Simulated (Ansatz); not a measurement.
Species, as SMILES: [O+]#[Si-] (O-Si).
Geometry (B3LYP-D3(BJ)/def2-TZVP, fixed):
```xyz
2

Si     0.0000     0.0000    -0.5502
O      0.0000     0.0000     0.9629
```

Basis-set convergence of the dipole moment at MP2 with Ansatz (a first-principles code). Dipoles come from the density behind the forces; the sign is taken along the dipole that this method gives in the largest set. The reference of a correlated method is not its basis-set limit, which lies further on. Cartesian d functions, on some or all atoms, in 6-311G**; all else is spherical. Cores are frozen. No added dispersion term, no relativity. Reference: the value in aug-pcseg-3, 3.000 D, itself unsure by roughly 0.018 D (its mean distance from aug-cc-pV(Q+d)Z, def2-QZVPPD).

```
basis            functions  dipole moment (D)
---------------  ---------  -----------------
6-31G                   22              2.286
pcseg-0                 22                ___
6-311G**                45                ___
aug-pcseg-1             50              2.948
aug-cc-pV(D+d)Z         55                ___
def2-TZVPP              73                ___
cc-pV(Q+d)Z            119              2.914
pcseg-3                124              3.010
pcseg-4                206              2.999
```

Some entries are withheld; supply them.


- pcseg-0, dipole moment (D): 1.956
- 6-311G**, dipole moment (D): 2.514
- aug-cc-pV(D+d)Z, dipole moment (D): 2.908
- def2-TZVPP, dipole moment (D): 2.839
